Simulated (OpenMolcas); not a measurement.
**AlH (SMILES [AlH]): the energy, rung by rung**

AlH: 2 atoms, total charge 0, spin state singlet. As SMILES, `[AlH]`. The shape comes from GFN2-xTB, which is rough for such elements, and wasn't checked as a minimum.

```jsonl
{"atom": "Al", "x (Å)": "0.0000", "y (Å)": "0.0000", "z (Å)": "0.0000"}
{"atom": "H", "x (Å)": "0.0000", "y (Å)": "0.0000", "z (Å)": "1.6135"}
```

Quantity: the energy change with the Al1–H2 bond stretched from 1.613 to 2.913 Å, in eV. The values are calculated.

| level | kind | program | value (eV) | less FCI/6-311G |
| --- | --- | --- | --- | --- |
| HF/6-311G (restricted) | Hartree–Fock | OpenMolcas | 2.13 | +0.62 |
| SVWN5/6-311G (restricted) | LDA | OpenMolcas | 1.70 | +0.19 |
| PBE/6-311G (restricted) | GGA | OpenMolcas | 1.69 | +0.18 |
| r2SCAN/6-311G (restricted) | meta-GGA | OpenMolcas | 1.84 | +0.33 |
| PBE0/6-311G (restricted) | global hybrid | OpenMolcas | 1.89 | +0.38 |
| ACPF/6-311G (restricted) | coupled cluster or CI | OpenMolcas | 1.49 | -0.02 |
| CISD/6-311G (restricted) | coupled cluster or CI | OpenMolcas | 1.59 | +0.08 |
| FCI/6-311G | exact in the basis | OpenMolcas | 1.51 | 0.00 |

FCI/6-311G is exact within its basis and frozen core, so for wave-function methods in that basis the difference is their error; functionals converge differently with the basis, so for them it is only a difference. Spin-restricted single references rise too steeply as a bond breaks, Hartree–Fock most of all. The first shape isn't each level's own minimum. The values span 1.49 to 2.13 eV.
